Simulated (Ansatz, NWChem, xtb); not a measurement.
Redistribution: CHFO + CH4O → CH2O2 + CH3F

Species: CHFO (formyl fluoride) `O=CF`, singlet; CH4O `CO`, singlet; CH2O2 (formic acid) `O=CO`, singlet; CH3F (fluoromethane) `CF`, singlet. The partners trade F for OH; both sit on C, so the bond types are kept.

Shapes, held fixed at every level: PBE0-D4/def2-TZVP. Flexible molecules stand in one conformer, not always the lowest. Programs: Ansatz 0.2.0, NWChem 7.3.0, xtb 6.7.1. The zero-point and thermal change to 298 K, harmonic and unscaled (PBE0-D4/def2-TZVP), is +1.7 kJ/mol.

**The experiment to reproduce.** Tabulated heats of formation (Active Thermochemical Tables, CRC Handbook of Chemistry and Physics): CHFO -382.5 (ATcT); CH4O -200.7 (ATcT); CH2O2 -378.7 (CRC); CH3F -236.6 (ATcT) kJ/mol, which give ΔH(298 K) = -32.0 kJ/mol.

```csv
level,kind,ΔH (kJ/mol),computed − measured
GFN0-xTB,semi-empirical,-57.6,-25.6
HF/def2-TZVPP,Hartree–Fock,-35.8,-3.8
PBE-D4/def2-TZVPP,GGA,-31.6,+0.4
PBE0/def2-SVP,global hybrid,-34.0,-2.0
wB97X-V/def2-TZVPP,range-separated hybrid,-31.5,+0.6
MP2/def2-SVP,perturbation theory,-31.1,+0.9
CCSD(T)/def2-TZVPP,coupled cluster or CI,-29.6,+2.5
CCSD(T)/CBS estimate,coupled cluster or CI,-30.2,+1.8
```

Nearest: PBE-D4/def2-TZVPP (+0.4); farthest: GFN0-xTB (-25.6). 7 of 8 levels lie within 10 kJ/mol. The CBS estimate extrapolates MP2 from def2-TZVPP and def2-QZVPP and adds CCSD(T) − MP2 in the triple-zeta set, cores frozen.
